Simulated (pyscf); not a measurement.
Four-centre exchange: `[CH3][Zn][CH3]` + `[SeH2]` -> `[CH4]` + `[CH3][Zn][SeH]`

Gas phase, singlet surface, charge 0. Bonds broken: C1–Zn2, Se10–H11. Bonds formed: C1–H11, Zn2–Se10. Optimised with ωB97X-D3(BJ)/def2-SVP in PySCF.

Transition state (Å):

```xyz
12

C     -2.5663     0.4718     0.2974
Zn    -0.5150     0.0322     0.1291
C      0.8172    -0.8635    -0.9776
H     -2.7330     0.9935    -0.6619
H     -2.9949    -0.5433     0.2254
H     -3.1761     1.0074     1.0444
H      1.5413    -1.4094    -0.3512
H      0.3614    -1.5806    -1.6793
H      1.3871    -0.1291    -1.5712
Se    -0.1828     1.3224     2.3874
H     -1.5270     0.9447     1.3897
H     -0.3301     0.0521     3.1079
```

One imaginary mode, 1195i cm⁻¹; descent along it reached the two sides named, in the forms told below.

```json
[
 {"bond": "C1–Zn2", "change": "breaks", "reactant side (Å)": "1.961", "saddle": "2.105", "product side": "3.1"},
 {"bond": "Se10–H11", "change": "breaks", "reactant side (Å)": "1.465", "saddle": "1.716", "product side": "3.3"},
 {"bond": "C1–H11", "change": "forms", "reactant side (Å)": "3.5", "saddle": "1.580", "product side": "1.101"},
 {"bond": "Zn2–Se10", "change": "forms", "reactant side (Å)": "2.9", "saddle": "2.6", "product side": "2.297"}
]
```

Electronic energies relative to the separated reactants (kcal/mol):

| level | barrier | reaction energy | reverse barrier |
|---|---|---|---|
| ωB97X-D3(BJ)/def2-TZVP | 14.6 | -35.8 | 50.4 |
| PBE/def2-TZVP | 12.8 | -32.2 | 45.0 |
| r²SCAN/def2-TZVP | 11.7 | -33.7 | 45.5 |
| B3LYP-D3(BJ)/def2-TZVP | 16.0 | -33.7 | 49.7 |
| PBE0-D3(BJ)/def2-TZVP | 12.2 | -33.9 | 46.2 |
| M06-2X/def2-TZVP | 13.3 | -36.2 | 49.5 |
| ωB97M-D3(BJ)/def2-TZVP | 18.2 | -32.6 | 50.8 |
| HF/def2-TZVP | 31.0 | -38.6 | 69.6 |

With ωB97M-D3(BJ)/def2-TZVP energies and thermal terms (ideal gas, 1 atm, RRHO with modes under 100 cm⁻¹ raised to 100, one conformer, R ln 2 for chiral ones without a mode under 150 cm⁻¹), in kcal/mol:

```
T (K)   ΔH‡   ΔG‡     ΔH     ΔG
-----  ----  ----  -----  -----
298    17.4  26.4  -30.2  -30.4
600    18.0  35.3  -30.5  -30.5
900    18.8  43.8  -30.8  -30.5
1200   19.6  52.0  -31.0  -30.3
```

On the reactant side the descent ends in a complex (not fully relaxed), 5.7 kcal/mol under the separated species and 20.2 kcal/mol under the saddle at ωB97X-D3(BJ)/def2-TZVP. One saddle was located; it need not be the lowest between these sides. Elements up to Kr have no core potential and no relativistic terms here.
